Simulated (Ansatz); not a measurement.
**CH6NO+: energies and forces away from the minimum, part 1 of 2**

How good are functionals off equilibrium? 2 randomly displaced structures are computed with CCSD(T) and cheaper methods.

Method: single points with forces in def2-TZVPP; program: Ansatz 0.2.0, Gaussian basis.

Levels: PBE-D4, r2SCAN-D4, PBE0-D4, wB97M-V, Hartree-Fock, MP2, CCSD, CCSD(T). Each coordinate is moved by a Gaussian draw of the width named (0.7 of it for atoms other than hydrogen): 0.09, 0.12 Å.

Cores are frozen in the correlated methods.

41 further runs of the same task are left out: 41 set aside as unsound or not needed.

## (1) The starting structure

The minimum, relaxed at PBE0-D4: 9 atoms, charge 1, spin multiplicity 1.

Atoms are counted from 1 here; the program's logs count them from 0.

Bond lengths: N1–C2 1.499 Å, N1–H4 1.022 Å, N1–H5 1.024 Å, N1–H6 1.024 Å, C2–O3 1.374 Å, C2–H7 1.095 Å, C2–H8 1.095 Å, O3–H9 0.964 Å. Angles: C2–N1–H4 112.4°, C2–N1–H5 109.5°, C2–N1–H6 109.5°, H4–N1–H5 109.0°, H4–N1–H6 109.0°, H5–N1–H6 107.3°, N1–C2–O3 102.7°, N1–C2–H7 107.0°, N1–C2–H8 107.0°, O3–C2–H7 114.5°, O3–C2–H8 114.5°, H7–C2–H8 110.3°, C2–O3–H9 111.6°.

As a file:

```xyz
9
charge 1, multiplicity 1
N    -0.5635    0.6243   -0.4996
C     0.2161   -0.5340    0.0452
O     0.8057    0.0002    1.1649
H    -1.0697    0.3861   -1.3550
H     0.0727    1.4030   -0.6943
H    -1.2330    0.9478    0.2048
H     0.9197   -0.8425   -0.7353
H    -0.5012   -1.3362    0.2486
H     1.3532   -0.6487    1.6207
```

Energies of the minimum (eV), from earlier single points: PBE-D4 -4661.41308, r2SCAN-D4 -4664.33430, PBE0-D4 -4661.74764, B3LYP-D4 -4667.16129, wB97M-V -4664.85049, CCSD(T) -4658.20013.

## (2) Structure 1, width 0.09 Å

Contents of pbe-tzvpp/in.yaml:

```yaml
crystal:
  periodic: [false, false, false]
  atoms:
    - {symbol: N, position_ang: [-0.565740, 0.636932, -0.501979]}
    - {symbol: C, position_ang: [0.198711, -0.598438, 0.000147]}
    - {symbol: O, position_ang: [0.705323, -0.148078, 1.148394]}
    - {symbol: H, position_ang: [-1.048877, 0.326887, -1.623156]}
    - {symbol: H, position_ang: [-0.005325, 1.500016, -0.712462]}
    - {symbol: H, position_ang: [-1.213042, 0.913638, 0.333982]}
    - {symbol: H, position_ang: [0.984334, -0.896688, -0.589097]}
    - {symbol: H, position_ang: [-0.426320, -1.450237, 0.337172]}
    - {symbol: H, position_ang: [1.389377, -0.729358, 1.552870]}
basis:
  gaussian: {orbitals: def2-TZVPP}
total_charge: 1
hamiltonian: {xc: pbe, dispersion: d4}
output: {forces: true}
```

r2scan-tzvpp/in.yaml differs from pbe-tzvpp/in.yaml so:

```diff
-hamiltonian: {xc: pbe, dispersion: d4}
+hamiltonian: {xc: r2scan, dispersion: d4}
```

pbe0-tzvpp/in.yaml:

```diff
-hamiltonian: {xc: pbe, dispersion: d4}
-output: {forces: true}
+hamiltonian: {xc: pbe0, dispersion: d4}
+output: {forces: true, orbitals: {seedname: orbitals}}
```

wb97mv-tzvpp/in.yaml:

```diff
-hamiltonian: {xc: pbe, dispersion: d4}
+hamiltonian: {xc: {name: wB97M-V}}
```

ccsdt-tzvpp/in.yaml:

```diff
-hamiltonian: {xc: pbe, dispersion: d4}
+correlation: {method: ccsd_t}
```

Each run has its own folder and the same command.

Launch:

```
$ ansatz run in.yaml --threads 2 --pin off --events-out ev --progress --plain --max-ram 4352MiB
```

pbe-tzvpp printed, cut to the lines that bear on the results:

```text
Functional definition: PBE
  name "PBE"
  cite "Perdew, Burke & Ernzerhof, Phys. Rev. Lett. 77, 3865 (1996) doi:10.1103/PhysRevLett.77.3865"
  parent pbe
[...]
840 factors; their error is unknown
[...]
mean field -4659.89009700 eV, -171.2478024777 hartree, gradient 6.5e-6 eV, S^2 0.000000; 0 other end points of the search recorded, 0 dependent functions left out
[...]
reference -4659.89012905 eV, -171.2478036557 hartree; 13, 13 occupied and 164, 164 virtual orbitals, 840 factors
Total energy: -4659.96759290 eV, -171.2506503998 hartree
Atom 0 at    -0.565740     0.636932    -0.501979 Å, force    -2.002354    -1.317262    -2.875216 eV/Å
Atom 1 at     0.198711    -0.598438     0.000147 Å, force    -1.627320    -0.049540     1.451337 eV/Å
Atom 2 at     0.705323    -0.148078     1.148394 Å, force     1.824413     1.557509     3.351447 eV/Å
Atom 3 at    -1.048877     0.326887    -1.623156 Å, force     0.982491     1.321201     4.342624 eV/Å
Atom 4 at    -0.005325     1.500016    -0.712462 Å, force     0.201172    -0.914426     0.335853 eV/Å
Atom 5 at    -1.213042     0.913638     0.333982 Å, force     0.509577    -0.549740    -2.001767 eV/Å
Atom 6 at     0.984334    -0.896688    -0.589097 Å, force     1.528705    -0.654241    -2.739595 eV/Å
Atom 7 at    -0.426320    -1.450237     0.337172 Å, force    -0.965131     0.244248    -1.510156 eV/Å
Atom 8 at     1.389377    -0.729358     1.552870 Å, force    -0.451552     0.362252    -0.354525 eV/Å
Dipole moment:    -0.319715     0.156817    -0.606326 e Å
```

Output in r2scan-tzvpp, cut to the lines that bear on the results:

```text
Functional definition: r2SCAN
  name "r2SCAN"
  cite "Furness, Kaplan, Ning, Perdew & Sun, J. Phys. Chem. Lett. 11, 8208 (2020) doi:10.1021/acs.jpclett.0c02405"
  cite "Furness, Kaplan, Ning, Perdew & Sun, J. Phys. Chem. Lett. 11, 9248 (2020) doi:10.1021/acs.jpclett.0c03077"
  parent r2scan
[...]
840 factors; their error is unknown
[...]
mean field -4662.75963770 eV, -171.3532561535 hartree, gradient 2.3e-5 eV, S^2 0.000000; 0 other end points of the search recorded, 0 dependent functions left out
[...]
reference -4662.75964708 eV, -171.3532564983 hartree; 13, 13 occupied and 164, 164 virtual orbitals, 840 factors
Total energy: -4662.77839532 eV, -171.3539454833 hartree
Atom 0 at    -0.565740     0.636932    -0.501979 Å, force    -2.038161    -1.207111    -2.908466 eV/Å
Atom 1 at     0.198711    -0.598438     0.000147 Å, force    -1.459847    -0.182142     1.639699 eV/Å
Atom 2 at     0.705323    -0.148078     1.148394 Å, force     1.981420     1.332262     3.290532 eV/Å
Atom 3 at    -1.048877     0.326887    -1.623156 Å, force     1.067723     1.399766     4.619526 eV/Å
Atom 4 at    -0.005325     1.500016    -0.712462 Å, force     0.061330    -1.195742     0.416476 eV/Å
Atom 5 at    -1.213042     0.913638     0.333982 Å, force     0.674146    -0.637696    -2.257304 eV/Å
Atom 6 at     0.984334    -0.896688    -0.589097 Å, force     1.318070    -0.545697    -2.628685 eV/Å
Atom 7 at    -0.426320    -1.450237     0.337172 Å, force    -0.865264     0.467939    -1.626040 eV/Å
Atom 8 at     1.389377    -0.729358     1.552870 Å, force    -0.739417     0.568420    -0.545739 eV/Å
Dipole moment:    -0.325148     0.155739    -0.618493 e Å
```

pbe0-tzvpp printed, cut to the lines that bear on the results:

```text
Functional definition: PBE0
  name "PBE0"
  cite "Adamo & Barone, J. Chem. Phys. 110, 6158 (1999) doi:10.1063/1.478522"
[... 2 set-up lines as earlier in the session ...]
[...]
840 factors; their error is unknown
[...]
mean field -4660.10847765 eV, -171.2558278186 hartree, gradient 3.6e-5 eV, S^2 0.000000; 0 other end points of the search recorded, 0 dependent functions left out
[...]
reference -4660.10850091 eV, -171.2558286735 hartree; 13, 13 occupied and 164, 164 virtual orbitals, 840 factors
Total energy: -4660.17172571 eV, -171.2581521419 hartree
Atom 0 at    -0.565740     0.636932    -0.501979 Å, force    -1.972060    -1.381635    -2.899502 eV/Å
Atom 1 at     0.198711    -0.598438     0.000147 Å, force    -1.561173     0.161188     1.766622 eV/Å
Atom 2 at     0.705323    -0.148078     1.148394 Å, force     1.991188     1.120297     3.116543 eV/Å
Atom 3 at    -1.048877     0.326887    -1.623156 Å, force     1.123209     1.431050     4.736099 eV/Å
Atom 4 at    -0.005325     1.500016    -0.712462 Å, force     0.023734    -1.245782     0.428003 eV/Å
Atom 5 at    -1.213042     0.913638     0.333982 Å, force     0.725570    -0.659439    -2.317299 eV/Å
Atom 6 at     0.984334    -0.896688    -0.589097 Å, force     1.330666    -0.561765    -2.622655 eV/Å
Atom 7 at    -0.426320    -1.450237     0.337172 Å, force    -0.827973     0.479511    -1.619295 eV/Å
Atom 8 at     1.389377    -0.729358     1.552870 Å, force    -0.833161     0.656576    -0.588516 eV/Å
Dipole moment:    -0.329773     0.151999    -0.627384 e Å
```

Log of wb97mv-tzvpp, cut to the lines that bear on the results:

```text
Functional definition: wB97M-V
  name "wB97M-V"
  cite "Mardirossian & Head-Gordon, J. Chem. Phys. 144, 214110 (2016) doi:10.1063/1.4952647"
  cite "Becke, J. Chem. Phys. 107, 8554 (1997) doi:10.1063/1.475007"
  cite "Vydrov & Van Voorhis, J. Chem. Phys. 133, 244103 (2010) doi:10.1063/1.3521275"
  # Of w^i u^j: cxij and so on, Table III.
[...]
  gx(w, u) = 1 - cx + cx01*u + cx10*w
  gss(w, u) = css00 + css04*u^4 + css10*w + css20*w^2 + css43*w^4*u^3
  gos(w, u) = cos00 + cos10*w + (cos20 + cos21*u)*w^2 + (cos60 + cos61*u)*w^6
[...]
      + integral(e_c_pw_mod_opposite_spin*gos(b97_w_opposite, b97_u_opposite)) + vv10(b, c)
840 factors; their error is unknown
222 factors; integrals over basis functions are off by at most 9.8e-6 eV
[...]
Total energy: -4663.28464144 eV, -171.3725496849 hartree
Atom 0 at    -0.565740     0.636932    -0.501979 Å, force    -2.046640    -1.231004    -2.949351 eV/Å
Atom 1 at     0.198711    -0.598438     0.000147 Å, force    -1.546534    -0.175511     1.532324 eV/Å
Atom 2 at     0.705323    -0.148078     1.148394 Å, force     2.049467     1.251236     3.319675 eV/Å
Atom 3 at    -1.048877     0.326887    -1.623156 Å, force     1.126437     1.427787     4.719583 eV/Å
Atom 4 at    -0.005325     1.500016    -0.712462 Å, force     0.012809    -1.253370     0.433935 eV/Å
Atom 5 at    -1.213042     0.913638     0.333982 Å, force     0.731840    -0.653480    -2.304158 eV/Å
Atom 6 at     0.984334    -0.896688    -0.589097 Å, force     1.247236    -0.526324    -2.557568 eV/Å
Atom 7 at    -0.426320    -1.450237     0.337172 Å, force    -0.780772     0.535863    -1.633733 eV/Å
Atom 8 at     1.389377    -0.729358     1.552870 Å, force    -0.793842     0.624804    -0.560709 eV/Å
Dipole moment:    -0.331644     0.149424    -0.633528 e Å
```

ccsdt-tzvpp printed, cut to the lines that bear on the results:

```text
Functional definition: HF
  name "HF"
  cite "Fock, Z. Phys. 61, 126 (1930) doi:10.1007/BF01340294"
[... 1 set-up line as earlier in the session ...]
[...]
1051 factors; integrals over basis functions are off by at most 8.5e-4 eV
[...]
mean field -4638.03109956 eV, -170.4444991383 hartree, gradient 1.1e-6 eV, S^2 0.000000; 0 other end points of the search recorded, 0 dependent functions left out
3 core orbitals not correlated: weight in the atoms' cores, before any rotation towards them, 1.000 or more for the frozen orbitals, at most 0.000 for the correlated occupied ones
reference -4638.03109956 eV, -170.4444991383 hartree; 10, 10 occupied and 164, 164 virtual orbitals, 1051 factors
second order -17.27621993 eV of doubles, -0.00000000 eV of singles
cycle   1  -17.49497732 eV  change   -2.2e-1 eV  update   7.5e-2
[...]
cycle  10  -17.96277098 eV  change    1.4e-6 eV  update   6.9e-6
perturbative correction -0.63013269 eV, -0.0231569493 hartree
[...]
working
working
Total energy: -4656.62400322 eV, -171.1277757454 hartree
Atom 0 at    -0.565740     0.636932    -0.501979 Å, force    -1.989158    -1.222446    -2.848308 eV/Å
Atom 1 at     0.198711    -0.598438     0.000147 Å, force    -1.522196    -0.348384     1.453690 eV/Å
Atom 2 at     0.705323    -0.148078     1.148394 Å, force     2.083249     1.463791     3.538499 eV/Å
Atom 3 at    -1.048877     0.326887    -1.623156 Å, force     1.074025     1.398162     4.635649 eV/Å
Atom 4 at    -0.005325     1.500016    -0.712462 Å, force     0.051714    -1.219491     0.413805 eV/Å
Atom 5 at    -1.213042     0.913638     0.333982 Å, force     0.684182    -0.654121    -2.281631 eV/Å
Atom 6 at     0.984334    -0.896688    -0.589097 Å, force     1.258329    -0.524569    -2.619904 eV/Å
Atom 7 at    -0.426320    -1.450237     0.337172 Å, force    -0.830899     0.525356    -1.665830 eV/Å
Atom 8 at     1.389377    -0.729358     1.552870 Å, force    -0.809246     0.581701    -0.625971 eV/Å
Dipole moment:    -0.336256     0.152677    -0.636875 e Å
```

They took 1.8 s (pbe-tzvpp), 3.5 s (r2scan-tzvpp), 2.5 s (pbe0-tzvpp), 7.5 s (wb97mv-tzvpp), 3.2 min (ccsdt-tzvpp) on 2 threads of Arm Neoverse V1, shared host; peak memory 3.2 GiB.

| method | RMS force component (eV/Å) | RMS error against CCSD(T) (eV/Å) | angle to CCSD(T) forces (°) |
| --- | --- | --- | --- |
| PBE-D4 | 1.687 | 0.196 | 6.1 |
| r2SCAN-D4 | 1.734 | 0.083 | 2.6 |
| PBE0-D4 | 1.748 | 0.164 | 5.4 |
| wB97M-V | 1.752 | 0.081 | 2.6 |
| CCSD(T) | 1.757 | reference | reference |

(Continued in part 2 of 2.)
